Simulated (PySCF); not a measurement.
Formaldehyde, CH₂O, SMILES C=O, point group C2v.

Level: B3LYP/pcJ-1 in PySCF (density fitting, grid level 2); geometry and Hessian at that level, cubic constants and property derivatives from steps of ±0.6 along each species' dimensionless normal coordinates, second-order vibrational perturbation theory. The parent has the commonest isotopes.

Equilibrium geometry (Å):

```json
{"atom": "C1", "x": "0.0051", "y": "0.0057", "z": "-0.0227"}
{"atom": "O2", "x": "1.1875", "y": "-0.2023", "z": "-0.0462"}
{"atom": "H3", "x": "-0.7378", "y": "-0.8158", "z": "0.0126"}
{"atom": "H4", "x": "-0.4138", "y": "1.0316", "z": "-0.0351"}
```

Task: How much do zero-point and thermal motion change the parent's shieldings?

Result: 
```csv
atom,σe (ppm),"anharmonic part, 0 K","harmonic part, 0 K",Δσ at 0 K,Δσ at 200 K,Δσ at 500 K
C1,-18.60,-0.75,-3.35,-4.10,-4.20,-4.49
O2,-476.02,-0.92,-17.31,-18.23,-18.74,-20.58
H3,21.74,-0.18,-0.36,-0.54,-0.55,-0.57
```

Task: And the bond lengths, in the parent and with ²H at 3?

Result: 
```tsv
bond	re (Å)	⟨r⟩ at 0 K	between mean positions	⟨r⟩, labelled
C1–O2	1.2008	1.2046	1.2041	1.2047
C1–H3	1.1082	1.1310	1.1222	1.1247
```

Task: What are the dipole moments?

Result: 2.376 D at equilibrium; averaged at 0 K: parent 2.327 D; ²H at 3 2.334 D; ¹⁷O at 2 2.327 D; ¹³C at 1, ²H at 3 2.334 D; ¹³C at 1 2.327 D; ¹³C at 1, ¹⁷O at 2 2.327 D; ¹⁷O at 2, ²H at 3 2.334 D. Measured: 2.332 D (NIST CCCBDB Release 22 (SRD 101), experimental dipoles).

Task: How do the spin–spin couplings change (quoted for ¹H, ¹³C, ¹⁵N, ¹⁷O and so on whatever the masses)?

Result: ¹J(C1,O2) 33.6 → 35.0, ¹J(C1,H3) 181.4 → 185.8, ¹J(C1,H4) 181.4 → 185.8, ²J(O2,H3) -2.5 → -2.3, ²J(O2,H4) -2.5 → -2.3, ²J(H3,H4) 42.7 → 51.5 Hz (equilibrium → 0 K average).

The study (114 SCF points, 74 basis functions) took 3 min on 1 thread of Arm Neoverse V2, on a host shared with other jobs (rough), peak memory 0.39 GiB, launched as `OMP_NUM_THREADS=1 python ens_run.py task.json out`.
